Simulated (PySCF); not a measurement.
# HCO: computed EPR parameters against published values

Measured values to reproduce: a(1H H3) 381 MHz [1]; a(13C C1) 377 MHz [1]; a(1H H3) 137 G [3]; Δg1 (in rising order) -7.50 ppt [4]; Δg2 (in rising order) 0.00 ppt [4]; Δg3 (in rising order) 1.50 ppt [4]. Sources and the comparison follow the method.

HCO (doublet state).
Z-matrix (Å and degrees, PBE0-D3(BJ)/def2-SVP geometry), rows numbered from 1:
```
C 
O   1  1.1721
H   1  1.1351  2  124.79
```

As a line formula: HCO, `[CH]=O` [radical].

Computed, not measured: UKS B3LYP, IGLO-III on C O, pcH-1 on H, non-relativistic, mean-field spin-orbit, GIAO in PySCF 2.14.0.

| nucleus | computed a_iso (MHz) | published | in MHz | difference of magnitudes (MHz) | source |
| --- | --- | --- | --- | --- | --- |
| 1H H3 | 391.4 | 381 MHz | 381.0 | +10.4 | [1] |
| 1H H3 | 391.4 | 363.4 MHz | 363.4 | +28.0 | [2] equilibrium geometry |
| 13C C1 | 395.1 | 377 MHz | 377.0 | +18.1 | [1] |
| 13C C1 | 395.1 | 366.5 MHz | 366.5 | +28.6 | [2] equilibrium geometry |
| 17O O2 | -34.7 | -48.7 MHz | -48.7 | -14.0 | [2] equilibrium geometry |
| 1H H3 | 391.4 | 137 G | 383.6 | +7.8 | [3] |

Values published in field units are turned into MHz with the computed g_iso.

```
              g shift  computed (ppt)  published (ppt)  difference  source
Δg1 (in rising order)           -7.31            -7.50       +0.19     [4]
Δg2 (in rising order)           -0.24             0.00       -0.24     [4]
Δg3 (in rising order)            2.22             1.50       +0.72     [4]
```

Sources: [1] measured; Tran, Improving perturbation theory for open-shell molecules via self-consistency, arXiv:2107.11260 (experimental column from Kossmann, Neese). [2] computed, CCSD(T), gas; Tran, Improving perturbation theory for open-shell molecules via self-consistency, arXiv:2107.11260 (experimental column from Kossmann, Neese). [3] measured, solution or matrix (EPR); Pople, Beveridge, Approximate Molecular Orbital Theory, McGraw-Hill 1970 (compilation of measured values). [4] measured, matrix; Malkina, Vaara, Schimmelpfennig, Munzarova, Malkin, Kaupp, J. Am. Chem. Soc. 2000, 122, 9206 (reprinted in Munzarova's thesis, Stuttgart).

In relative terms the largest miss is 13C C1, by 5 %. The measured numbers hold vibrational averaging and, outside the gas phase, effects of the matrix or solvent; the computed ones belong to one rigid, isolated geometry and carry the errors of functional and basis. An EPR spectrum gives magnitudes, so published signs often rest on theory.

Largest spin populations (Mulliken): C1 (+0.59), O2 (+0.23) and H3 (+0.18). Three atoms exceed +0.15.

⟨S²⟩ = 0.7534 against the exact 0.7500, so spin contamination is small.

On an Arm Neoverse V1 with one thread, no GPU, on a shared host, this took 3.4 s wall.
